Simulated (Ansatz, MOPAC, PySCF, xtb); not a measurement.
Barrier height from H + H2S (SMILES S) to the transition structure H3S, without zero-point energy, on the benchmark's geometries as Psi4's copy of the set gives them.
Transition structure (charge 0, multiplicity 2):
```xyz
4

H      1.262    -0.220     0.000
S      0.000     0.223     0.000
H     -0.501    -1.115     0.000
H     -0.762    -2.235     0.000
```
Reactant (charge 0, multiplicity 1):
| atom | x (Å) | y (Å) | z (Å) |
|---|---|---|---|
| S | 0.0000 | 0.0000 | 0.1025 |
| H | 0.0000 | 0.9662 | -0.8202 |
| H | 0.0000 | -0.9662 | -0.8202 |

```csv
level,barrier height (eV),"minus CCSD(T)/CBS(aug-cc-pV(D+d)Z, aug-cc-pV(T+d)Z)",cost
AM1,-0.180,-0.335,-
PM3,-0.577,-0.732,-
PM6,-0.666,-0.822,-
PM7,-0.565,-0.721,-
GFN1-xTB,-0.390,-0.546,-
GFN2-xTB,-0.575,-0.731,-
HF/aug-cc-pV(D+d)Z,0.504,0.349,-
HF/cc-pVDZ,0.497,0.341,-
HF/aug-cc-pV(T+d)Z,0.514,0.359,-
SVWN5/def2-TZVPPD,-0.298,-0.454,×0.5
PBE/def2-TZVPPD,-0.054,-0.210,×1
BLYP/def2-TZVPPD,-0.096,-0.252,×1
revPBE/def2-TZVPPD,-0.013,-0.169,×0.8
r2SCAN/def2-TZVPPD,-0.108,-0.264,×1
B97M-V/def2-TZVPPD,0.042,-0.114,×3
B3LYP/def2-TZVPPD,-0.024,-0.180,×0.8
PBE0/def2-TZVPPD,0.047,-0.108,×0.7
BHLYP/def2-TZVPPD,0.089,-0.067,×0.7
M06-2X/def2-TZVPPD,0.192,0.036,-
CAM-B3LYP/def2-TZVPPD,0.027,-0.129,×0.8
wB97X-V/def2-TZVPPD,0.177,0.021,×2
wB97M-V/def2-TZVPPD,0.174,0.018,×2
B2PLYP/def2-TZVPPD,0.087,-0.069,×0.9
MP2/aug-cc-pV(D+d)Z,0.291,0.135,-
MP2/cc-pVDZ,0.325,0.169,-
MP2/aug-cc-pV(T+d)Z,0.284,0.128,-
"MP2/CBS(aug-cc-pV(D+d)Z, aug-cc-pV(T+d)Z)",0.277,0.121,-
SCS-MP2/aug-cc-pV(D+d)Z,0.304,0.148,-
SCS-MP2/cc-pVDZ,0.332,0.176,-
SCS-MP2/aug-cc-pV(T+d)Z,0.296,0.140,-
CCSD/aug-cc-pV(D+d)Z,0.196,0.041,-
CCSD/cc-pVDZ,0.237,0.081,-
CCSD/aug-cc-pV(T+d)Z,0.192,0.036,-
CCSD(T)/aug-cc-pV(D+d)Z,0.174,0.018,×0.8
CCSD(T)/cc-pVDZ,0.220,0.065,×0.4
CCSD(T)/aug-cc-pV(T+d)Z,0.164,0.008,×4
"CCSD(T)/CBS(aug-cc-pV(D+d)Z, aug-cc-pV(T+d)Z)",0.156,0.000,×5
CCSDT/cc-pVDZ,0.216,0.060,-
CCSDT(Q)/cc-pVDZ,0.215,0.059,×3
```

 The comparison column counts from a level with limits of its own.

The rows run from -0.666 (PM6) to 0.514 eV (HF/aug-cc-pV(T+d)Z). In aug-cc-pV(T+d)Z the value moves HF 0.514, MP2 0.284, CCSD 0.192, CCSD(T) 0.164, a shift of -0.350 from HF to CCSD(T). From aug-cc-pV(D+d)Z to aug-cc-pV(T+d)Z CCSD(T) changes by -0.010. The 14 functionals in def2-TZVPPD without D3 or D4 span 0.490, from SVWN5 to M06-2X.

Open shells are unrestricted; no spin–orbit coupling.

Cores are frozen in the correlated methods. CBS(a, b) extrapolates the correlation energy as X⁻³ and adds the Hartree–Fock energy of set b. The state that AM1, PM3, PM6, PM7 reach isn't checked; PM7 holds dispersion and hydrogen-bond terms.

The values were computed with Ansatz (a first-principles code) with Gaussian orbitals; MOPAC for AM1, PM3, PM6, PM7 (differences of heats of formation); PySCF for M06-2X; xtb for the GFN methods. Values without a source in brackets are computed. The GFN methods have no spin term and hold the electronic entropy of 300 K.

Costs are rough ratios of core time to PBE/def2-TZVPPD (about 4 s over the structures, on one shared machine); a dash marks a level with no comparable run of its own. 

The set's own value is 3.5 kcal/mol (Zhao et al., J. Phys. Chem. A 109, 2012 (2005), HTBH38), an estimate for the real system.
